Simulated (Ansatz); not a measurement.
A nudged elastic band was laid between two geometries of BH4N + H2S (9 atoms, charge 0, multiplicity 1).

Computed with RKS PBE/6-31G* in Ansatz.

- movable images: 7
- climbing image: yes
- spring: 5.0 eV/Å²
- optimiser: quadratic models (default)
- start path: through a guess of the saddle point
- force threshold: 0.05 eV/Å
- iteration limit: 60
- end points: relaxed

Initial state:

```xyz
9
Properties=species:S:1:pos:R:3
B 0.054 -0.624 -0.432
H 0.203 -1.150 0.643
H 0.934 -0.560 -1.254
N -1.190 -0.051 -0.731
H -1.996 -0.100 -0.109
H -1.405 0.380 -1.629
S -1.170 3.029 1.395
H -0.853 2.009 0.548
H -0.455 2.479 2.411
```

Final state:

```xyz
9
Properties=species:S:1:pos:R:3
B -0.187 0.709 -0.776
H -0.029 -0.237 3.114
H 0.847 0.192 -1.108
N -1.400 0.032 -0.975
H -1.430 -0.896 -1.392
H -2.318 0.394 -0.722
S -0.029 2.371 -0.028
H -1.349 2.621 0.206
H 0.016 0.226 2.522
```

Q: What changes between the two ends?

A: Bonds broken: B1–H2, S7–H9. Bonds formed: B1–S7, H2–H9. BH4N + H2S becomes BH4NS + H2.

Q: What energy profile does the band end with?

A: The forces met the threshold. The highest image is number 4 of 0 to 8, 1.27 eV above the first end and 1.78 eV above the last; the last end lies 0.51 eV below the first. A vibrational analysis at the climbing image gives one clearly imaginary mode, 732i cm⁻¹: a first-order saddle point. The orbitals stay closed-shell, which can raise the energy where a bond breaks towards radicals; this wasn't checked here.

```csv
image,path coordinate (Å),energy (eV),B1–H2 (Å),S7–H9 (Å),B1–S7 (Å)
0,0.00,0.00,1.21,1.36,4.26
1,1.06,0.01,1.21,1.36,3.92
2,2.11,0.04,1.21,1.36,3.61
3,3.17,0.33,1.22,1.37,2.85
4,4.23,1.27,1.31,1.65,2.08
5,5.12,0.47,1.97,2.32,1.88
6,6.00,-0.30,2.57,2.77,1.84
7,6.89,-0.49,3.31,3.16,1.83
8,7.77,-0.51,4.01,3.33,1.83
```

Q: What is the geometry of the highest image?

A: 
```xyz
9
Properties=species:S:1:pos:R:3
B -0.205 0.305 0.019
H -0.192 -0.232 1.210
H 0.895 0.036 -0.414
N -1.551 0.096 -0.551
H -1.811 -0.895 -0.574
H -1.612 0.446 -1.512
S 0.022 2.304 0.549
H -1.304 2.499 0.792
H -0.120 0.851 1.322
```

Q: What are the harmonic wavenumbers there?

A: 732i, 226, 293, 396, 528, 635, 733, 798, 951, 1008, 1038, 1157, 1179, 1285, 1606, 1666, 2090, 2524, 2601, 3412, 3498 cm⁻¹.

The band took 16 iterations and roughly 120 core-seconds.

Run time: 120 s on 1 thread of Intel(R) Xeon(R) Platinum 8488C (Sapphire Rapids), on a shared host, peak memory 0.13 GiB.
